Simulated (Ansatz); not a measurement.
# PO₂ (quartet): geometry optimisation

Aim: relax a generated start of PO₂ (quartet) and see which bonds hold.

Computed with Ansatz 0.2.0, Gaussian basis. Level: UKS PBE0/def2-TZVP.

**1. Where the work starts**

3 atoms, charge 0, spin multiplicity 4.

Atoms are counted from 1 here; the program's logs count them from 0.

Bond lengths: O1–O2 1.305 Å, O2–P3 1.739 Å. Angles: O1–O2–P3 116.2°.

The start was built by rule and, where that kept it together, relaxed with GFN2-xTB. Sticks and bond lists go by distance. 

**2. Relaxation**

Contents of in.yaml:

```yaml
crystal:
  periodic: [false, false, false]
  atoms:
    - {symbol: O, position_ang: [-1.538148, -0.219028, -0.002473]}
    - {symbol: O, position_ang: [-0.505729, 0.579463, 0.004773]}
    - {symbol: P, position_ang: [1.055758, -0.186181, -0.001189]}
basis:
  gaussian: {orbitals: def2-TZVP}
magnetization: {spin_polarized: true, initial_magnetization: 3}
hamiltonian: {xc: pbe0}
relax: {f_tol: 0.004, max_steps: 80}
```

Launch:

```console
ansatz run in.yaml --threads 1 --pin off --events-out ev --progress --plain --max-ram 2176MiB
```

**Question.** What will these runs give? Wanted: energy gained; shift from the start; total energy; dipole moment; ⟨S²⟩.

**Answer**, as computed:

```
                  quantity           value
                     steps               5
             energy gained        0.065 eV
shift from the start (rms)         0.088 Å
              total energy  -13371.3732 eV
             dipole moment          1.54 D
                      ⟨S²⟩           3.764
```

In words: The bonds of the start are those of the end. O1–O2 went from 1.305 to 1.332 Å. No vibrations were run, so this is a stationary point, not a proven minimum, and this spin need not be the ground state's.
